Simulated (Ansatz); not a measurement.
A made-up structure of CH₂FSi, doublet:

```xyz
5
angstrom
C -0.9467 -0.5876 -0.2241
Si 0.4543 0.2191 0.1213
F 0.7013 1.7680 -0.1279
H -1.8820 -1.0476 -0.4730
H 1.5432 1.4275 -0.0707
```

It is relaxed with PBE-D4/def2-SVP and then PBE0-D4/def2-TZVP (Ansatz 0.2.0). Atoms count as bonded within 1.22 times the sum of their covalent radii (H–H: 0.88 Å). The end point is not checked to be a true minimum.

**Question.** Does its bonding change? (A judgement: the text doesn't fix the answer.)

**Answer.** By the calculation: Yes. Formed: none; broken: Si2–F3, Si2–H5.

Where it ends: The first stage lowers the energy by 2.71 eV in 24 steps. It ends as a complex of CHSi ([CH][Si]) + HF:
C1  (-1.044, -0.846, -0.237)
Si2  (0.598, -0.753, 0.116)
F3  (0.773, 2.033, -0.204)
H4  (-2.096, -0.921, -0.462)
H5  (1.639, 2.267, 0.012)
(Å)

Labels in which every atom is bracketed show which atoms are joined, not bond orders.

For scale, one of the runs: PBE0-D4/def2-TZVP relaxation, 111 basis functions, launched by `ansatz run in.yaml --threads 2 --pin off --events-out ev --progress --plain --max-ram 4352MiB`. Hardware: 2 CPU threads of an Arm Neoverse V2, shared host. Wall time about 50 s.
